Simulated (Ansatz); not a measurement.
This geometry of CH₄NSi (7 atoms, charge -1, multiplicity 1) is a first-order saddle point.

These are results of Ansatz 0.2.0, RKS PBE0-D4/def2-SVP, not measurements.

```xyz
7
Properties=species:S:1:pos:R:3
C -1.412 -0.838 -0.512
Si -0.228 0.377 -0.285
N 1.253 0.080 0.714
H -2.252 -0.480 -1.154
H -0.030 1.826 -0.736
H 0.947 -0.222 1.640
H 1.723 -0.743 0.334
```

(1) Which two structures does it join? (They come from a converged band through this point; their orientation in space is the band's.)

(2) How far does it lie above each of them?

Results:

(1) No bond is made or broken. The dihedral H5–Si2–N3–H7 goes from 176 to -59°. The two ends are copies of one structure, up to a mirror image or an exchange of like atoms.

First end point:

```xyz
7
Properties=species:S:1:pos:R:3
C -1.182 -0.910 -0.948
Si -0.274 0.355 -0.256
N 1.251 -0.010 0.614
H -2.060 -0.575 -1.541
H -0.316 1.882 -0.075
H 1.220 0.282 1.591
H 1.361 -1.025 0.615
```

Last end point:

```xyz
7
Properties=species:S:1:pos:R:3
C -1.524 -0.778 -0.440
Si -0.256 0.348 -0.282
N 1.046 0.067 0.918
H -2.329 -0.474 -1.145
H 0.237 1.673 -0.891
H 0.860 -0.836 1.356
H 1.967 -0.001 0.485
```

(2) 0.065 eV above the first and 0.065 eV above the second. This is the barrier of this one path; another mechanism may lie lower. Limits of this set-up: an anion without diffuse functions, the dipole of an ion depends on the origin.

Time of the run: 59 s on 1 thread of Arm Neoverse V2 (shared host), peak memory 0.12 GiB.
